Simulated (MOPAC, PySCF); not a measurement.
Isomers of C2H2O. Gas-phase values, no solvent. Strings in code marks are SMILES.

Quantity: vertical ionisation energy (energy after one electron is removed minus that of the parent at the parent's geometry), in eV.

Level 1: SVWN5/6-31G* // r2SCAN-D4/def2-TZVP (PySCF)
Level 2: minus the HOMO energy of PM3 // r2SCAN-D4/def2-TZVP (MOPAC)
Level 3: minus the HOMO energy of PM7 // r2SCAN-D4/def2-TZVP (MOPAC)
Level 4: minus the HOMO energy of SVWN5/6-31G* // r2SCAN-D4/def2-TZVP (PySCF)

```tsv
species	level 1	level 2	level 3	level 4
`C#CO`	9.88	10.27	10.38	5.61
`C1=CO1`	8.50	9.79	9.46	3.85
`C=C=O`	9.79	9.41	9.87	5.61
```
